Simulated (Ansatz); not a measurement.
```yaml
crystal:
  periodic: [false, false, false]
  atoms:
    - {symbol: Ni, position_ang: [0.000000, 0.000000, 0.000000]}
    - {symbol: H, position_ang: [0.000000, 0.000000, 1.550000]}
basis:
  gaussian: {orbitals: def2-TZVP}
magnetization: {spin_polarized: true, initial_magnetization: 3}
hamiltonian: {xc: pbe0}
relax: {f_tol: 0.004, max_steps: 80}
```

```sh
$ ansatz run in.yaml --threads 1 --pin off --events-out ev --progress --plain --max-ram 2176MiB
```

Steps of the relaxation (energy above the last step; positions in Å, forces in eV/Å):

```
2
step 1, 9.3 meV
Ni    0.000    0.000    0.000    0.000    0.000   -0.454
H     0.000    0.000    1.550    0.000    0.000    0.454
```

```
2
step 2, 1.6 meV
Ni    0.000    0.000   -0.012    0.000    0.000   -0.179
H     0.000    0.000    1.562    0.000    0.000    0.179
```

```
2
step 3, 0.0 meV
Ni    0.000    0.000   -0.021    0.000    0.000   -0.006
H     0.000    0.000    1.571    0.000    0.000    0.006
```

```
2
step 4, 0.0 meV
Ni    0.000    0.000   -0.021    0.000    0.000    0.000
H     0.000    0.000    1.571    0.000    0.000    0.000
```

Close pairs at the end: Ni1–H2 1.592 Å.

A stationary point of unrestricted PBE0 after 4 steps, with ⟨S²⟩ = 3.753 against 3.75 for a pure state. 10 s on 1 thread of Intel Xeon Platinum 8488C, shared host.
